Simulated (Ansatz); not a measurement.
# Ir, fcc: geometry optimisation

These are results of Ansatz 0.2.0, DFT, BLYP, plane waves (420 eV) with PAW, scalar-relativistic, not measurements. The PAW files were generated under PBE, with cores re-solved for the functional.

k-point mesh 14×14×14, Fermi-Dirac smearing 0.1 eV, no spin polarisation. Cell and atoms relax.

Starting structure:

```yaml
crystal:
  lattice:
    - [0.0, 1.9197, 1.9197]
    - [1.9197, 0.0, 1.9197]
    - [1.9197, 1.9197, 0.0]
  atoms:
    - { symbol: Ir, position: [0.0, 0.0, 0.0] }
hamiltonian:
  xc: blyp
  pseudopotentials:
    kind: paw
    azcp:
      Ir: "pseudopotentials/Ir.paw.azcp"
basis:
  ecutwfc: 420
  fft_grid_basis: typed
kpoints:
  mp_grid: { grid: [14, 14, 14], shift: [0, 0, 0] }
magnetization:
  spin_polarized: false
scf:
  occupations: { method: fermi_dirac, width: 0.1 }
relax:
  max_steps: 60
  f_tol: 0.01
  cell: {}
```

**Question.** The pressure at the start is 26.9 GPa. By how much does the volume change?

**Answer.** From 14.15 to 15.26 Å³ per atom, 7.9 %. The final cell has a = 3.938 Å.

**Question.** How much energy does the relaxation gain?

**Answer.** 86.4 meV per atom.

Path of the relaxation (the plane waves are chosen anew near the end, which can shift the energy a little):

| step | E − E(final) (meV/atom) | V (Å³/atom) | P (GPa) | max force (eV/Å) |
| --- | --- | --- | --- | --- |
| 0 | 86.38 | 14.149 | 26.85 | 0.000 |
| 1 | 59.03 | 16.321 | -16.46 | 0.000 |
| 2 | 1.96 | 15.421 | -2.93 | 0.000 |
| 3 | 0.46 | 15.240 | 0.45 | 0.000 |
| 4 | 0.43 | 15.264 | -0.01 | 0.000 |
| 5 | 0.00 | 15.264 | -0.01 | 0.000 |
